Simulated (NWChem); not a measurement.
# butadiene (C$_{4}$H$_{6}$); SMILES C=CC=C

```xyz
10

C     -0.1182     1.8485     0.0000
C      0.3978     0.6108     0.0000
C     -0.3978    -0.6108     0.0000
C      0.1182    -1.8485     0.0000
H     -1.1930     2.0170     0.0000
H      0.5131     2.7320     0.0000
H      1.4805     0.4813     0.0000
H     -1.4805    -0.4813     0.0000
H     -0.5131    -2.7320     0.0000
H      1.1930    -2.0170     0.0000
```
Atoms are numbered in this order, from 1.

The geometry was optimised at B3LYP/6-31G* (spherical d).

Symmetry labels are those of C2h in the frame above (b1 and b2, or b-type labels, depend on it).

Problem. List the 4 lowest vertical singlet excitations from PBE/def2-SVP, TDA (NWChem).

Solution. 
```csv
state,energy (eV),oscillator strength,symmetry,leading excitation (squared amplitude)
S1,6.47,0.978,bu,HOMO → LUMO (0.89)
S2,6.52,0.000,ag,HOMO−1 → LUMO (0.52)
S3,6.64,0.000,au,HOMO−2 → LUMO (0.99)
S4,7.33,0.000,au,HOMO → LUMO+2 (1.00)
```
